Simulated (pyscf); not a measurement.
H₂O + HO–BH–F -> HO–BH–OH + HF (four-centre exchange; singlet surface; H–O, B–F broken, B–O, F–H formed). Structures and frequencies: ωB97X-D3(BJ)/def2-SVP in PySCF. Correlated levels are frozen-core, on RHF or UHF. ΔMP2 is the change of the MP2 total energy from the triple- to the quadruple-zeta basis. Energies in eV from the separated reactants.

```csv
level,barrier,reaction energy
PBE/def2-TZVP,0.74,+0.16
B3LYP-D3(BJ)/def2-TZVP,0.96,+0.17
PBE0-D3(BJ)/def2-TZVP,0.81,+0.14
MP2/def2-QZVPP,0.96,+0.13
CCSD/def2-TZVPP,1.09,+0.16
CCSD(T)/def2-TZVPP,0.98,+0.15
CCSD(T)/def2-TZVPP + ΔMP2(QZVPP),1.02,+0.15
```

Of the functionals in the table, B3LYP-D3(BJ) is closest to CCSD(T)/def2-TZVPP + ΔMP2(QZVPP) in the barrier (0.06 eV apart) and PBE least close (0.28 eV); that level has limits of its own. On the product side the descent ends in a bound adduct, 0.42 eV under the separated species and 1.17 eV under the saddle at ωB97X-D3(BJ)/def2-TZVP. The reactants may also form a dative adduct at HO–BH–F; it and routes through it were not searched. At ωB97X-D3(BJ) the barrier from the zero used here is 0.92 eV. This is the saddle that the search found; another between the same sides may lie lower. The CCSD(T) − MP2 part came from Ansatz, without density fitting, on the same reference.
